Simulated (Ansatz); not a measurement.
# C4H4: the cost of one run

Computed with Ansatz 0.2.0 (the levels named in each step, unless a step's input says otherwise).

### 1 The system as given

Bond lengths: C1–C2 1.201 Å, C2–C3 1.411 Å, C3–C4 1.328 Å, C1–H5 1.049 Å, C3–H6 1.083 Å, C4–H7 1.078 Å, C4–H8 1.077 Å. Angles: C1–C2–C3 179.3°, C2–C1–H5 179.9°, C2–C3–C4 123.3°, C2–C3–H6 115.3°, C4–C3–H6 121.5°, C3–C4–H7 121.5°, C3–C4–H8 121.6°, H7–C4–H8 116.9°.

Structure file:

```xyz
8

C     0.7777    0.3388    1.6508
C     0.1139    0.1652    0.6653
C    -0.6799   -0.0370   -0.4834
C    -0.1842   -0.4220   -1.6533
H     1.3576    0.4895    2.5118
H    -1.7395    0.1460   -0.3510
H     0.8697   -0.6030   -1.7860
H    -0.8164   -0.5695   -2.5121
```

### 2 A rough first relaxation, PBE-D4/def2-SVP

This run stands in another session on the same molecule. It ended at:

```xyz
8

C     0.7843    0.3507    1.6990
C     0.1274    0.1660    0.6795
C    -0.6664   -0.0391   -0.4841
C    -0.1884   -0.4312   -1.6880
H     1.3734    0.5103    2.5912
H    -1.7511    0.1425   -0.3677
H     0.8848   -0.6218   -1.8435
H    -0.8651   -0.5693   -2.5445
```

### 3 Relaxation, PBE0-D4/def2-TZVPP

This run stands in another session on the same molecule. It ended at:

```xyz
8

C     0.7760    0.3436    1.6688
C     0.1285    0.1633    0.6711
C    -0.6670   -0.0394   -0.4850
C    -0.1866   -0.4254   -1.6659
H     1.3561    0.5007    2.5462
H    -1.7320    0.1398   -0.3681
H     0.8699   -0.6114   -1.8122
H    -0.8460   -0.5633   -2.5129
```

### 4 Frequencies, PBE0-D4/def2-TZVPP

File input.yaml:

```yaml
crystal:
  periodic: [false, false, false]
  atoms:
    - { symbol: C, position_ang: [0.77599385, 0.34361157, 1.66878071] }
    - { symbol: C, position_ang: [0.12845101, 0.16330547, 0.67106622] }
    - { symbol: C, position_ang: [-0.66695552, -0.03936157, -0.48504669] }
    - { symbol: C, position_ang: [-0.18656886, -0.42541788, -1.66588693] }
    - { symbol: H, position_ang: [1.35614564, 0.5007147, 2.54621348] }
    - { symbol: H, position_ang: [-1.73202378, 0.13981436, -0.36808478] }
    - { symbol: H, position_ang: [0.86992853, -0.6113553, -1.81222337] }
    - { symbol: H, position_ang: [-0.84597089, -0.56325136, -2.51285863] }
basis:
  gaussian: { orbitals: def2-TZVPP }
hamiltonian:
  xc: pbe0
  dispersion: d4
phonons: {}
```

Run with:

```console
$ ansatz run input.yaml --threads 4 --pin off --max-ram 10240MiB --backend cpu --events-out ev --progress --plain --runs-dir out
```

What time and memory should one allow on 4 threads of AMD EPYC (Zen 3), shared host?

About 3.7 min, with a peak of 0.34 GiB.
